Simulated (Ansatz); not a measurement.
System: diamond-structure Si. Method: LDA in Ansatz (PAW).

Numerical settings: plane-wave cutoff 520 eV, 12×12×12 k mesh, scalar-relativistic PAW data made under PBE.

Cell (relaxed at this level):

Si is modelled in the cubic space group Fd-3m, origin choice 1 (No. 227), the diamond structure, Pearson symbol cF8. Conventional cell: a = 5.402 Å, b = 5.402 Å, c = 5.402 Å, α = 90.00°, β = 90.00°, γ = 90.00°. Si on 8a is coordinated by 4 Si at 2.339 Å (tetrahedral). (Neighbours: up to the widest gap in distance over summed covalent radii, below 1.35, at either atom.)
(The calculation used a cell of 2 atoms; values per cell refer to that cell.)

**Question.** What does this level give for the elastic constant C12, elastic constant C44, Voigt–Reuss–Hill bulk modulus and elastic constant C11?

**Answer.** 
* **elastic constant C12**: 64.3 GPa
* **elastic constant C44**: 75.5 GPa
* **Voigt–Reuss–Hill bulk modulus**: 96.5 GPa
* **elastic constant C11**: 161 GPa

Measured, for comparison: elastic constant C12 64.9 GPa, elastic constant C44 80.2 GPa, elastic constant C11 168 GPa (low temperature, zero-point motion not removed; as tabulated in Tanner et al. (2021), arXiv:2110.11888). Computed (rounded) less measured: elastic constant C12 -0.9 %, elastic constant C44 -6 %, elastic constant C11 -4 %.

Elastic constants are with the ions relaxed.

Computed values are for the static lattice.

Ansatz is a quantum-chemistry and plane-wave program.
